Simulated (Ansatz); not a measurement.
Reaction (SMILES): FCl (F-Cl) → ClF+ (doublet, bonded as FCl) + e-
B3LYP-D3(BJ)/def2-TZVP geometries, fixed; electronic energies without zero-point terms.

Basis-set convergence of the adiabatic ionisation energy at PBE with Ansatz (a quantum-chemistry and plane-wave program). Cartesian d functions, on some or all atoms, in 6-31+G*, 6-311G**, 6-311+G**; all else is spherical. The program fits the integrals of some runs and decomposes those of others, by size. Open shells are unrestricted. No added dispersion term, no relativity. Functions are those of the species that has most. Reference: the value in aug-cc-pV(5+d)Z, 12.333 eV, itself unsure by roughly 0.003 eV (its mean distance from pcseg-4, aug-pcseg-3, aug-cc-pV(Q+d)Z). Deviations are taken from unrounded values.

| basis | functions | adiabatic ionisation energy (eV) | minus reference (eV) |
|---|---|---|---|
| STO-3G | 14 | 11.003 | -1.331 |
| 3-21G | 22 | 12.505 | 0.172 |
| pcseg-0 | 22 | 13.005 | 0.672 |
| pcseg-1 | 32 | 12.524 | 0.191 |
| cc-pV(D+d)Z | 37 | 12.281 | -0.052 |
| 6-31+G* | 42 | 12.517 | 0.184 |
| 6-311G** | 45 | 12.443 | 0.109 |
| aug-pcseg-1 | 50 | 12.583 | 0.249 |
| 6-311+G** | 53 | 12.585 | 0.252 |
| aug-cc-pV(D+d)Z | 55 | 12.466 | 0.133 |
| 6-311++G(2d,2p) | 62 | 12.479 | 0.145 |
| cc-pV(T+d)Z | 69 | 12.277 | -0.057 |
| def2-TZVPP | 73 | 12.314 | -0.020 |
| 6-311++G(3df,3pd) | 86 | 12.364 | 0.030 |
| def2-TZVPD | 86 | 12.354 | 0.020 |
| jun-cc-pV(T+d)Z | 87 | 12.358 | 0.025 |
| def2-QZVPP | 127 | 12.325 | -0.008 |
| aug-pcseg-3 | 174 | 12.335 | 0.002 |
